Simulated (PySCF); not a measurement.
CO2, optimised at GFN2-xTB:

```xyz
3

C      0.0000     0.0000     0.0000
O      0.6648     0.6761    -0.6394
O     -0.6648    -0.6761     0.6394
```

Computed with PySCF (xtb for GFN2) and rigid-rotor harmonic-oscillator thermochemistry at 1 bar. 6-31G* has spherical d functions here. All species are closed-shell singlets. B3LYP is the form with VWN-RPA correlation.

Task: List the harmonic frequencies (cm⁻¹, unscaled) at this level and at the other levels, each on its own geometry.

Result: 
- GFN2-xTB: 600, 600, 1425, 2593
- B3LYP/6-31G*: 646, 646, 1370, 2435
- HF/6-31G*: 751, 751, 1518, 2590
- PBE/def2-SVP: 623, 623, 1339, 2421
- PBE0/def2-TZVP: 687, 687, 1394, 2454
